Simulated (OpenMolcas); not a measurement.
C2F4 (tetrafluoroethylene): how far must the integration grid go?

C2F4: 6 atoms, total charge 0, spin state singlet. As SMILES, `FC(F)=C(F)F`. The coordinates come from a PBE0-D4/def2-TZVP relaxation.

```xyz
6

F     1.1692   -1.1345   -0.7080
C     0.2025   -0.6402    0.0257
F    -0.3375   -1.5206    0.8323
C    -0.1884    0.6188   -0.0411
F     0.3515    1.4993   -0.8476
F    -1.1552    1.1131    0.6926
```

Program: OpenMolcas 26.06. Method: BLYP/6-31G. Swept: integration grid. Watched: the largest force on an atom. Each run: gradient. Hardware: 1 thread of Arm Neoverse V1, shared host.

The last row is the best point of the sweep, not the limit.

Q: The candidates, from coarse to fine: Coarse; SG1Grid; Fine; UltraFine. Estimate which is the coarsest that holds the largest force on an atom within 0.001 eV/Å of the last.

A: Fine: it is 0.00003 eV/Å off and takes 5.1 s, against 11 s for UltraFine.

| integration grid | value (eV/Å) | from the best (eV/Å) | wall time |
| --- | --- | --- | --- |
| Coarse | 3.53592 | +0.08006 | 3.9 s |
| SG1Grid | 3.45968 | +0.00382 | 4.2 s |
| Fine | 3.45583 | -0.00003 | 5.1 s |
| UltraFine | 3.45586 | 0.00000 | 11 s |
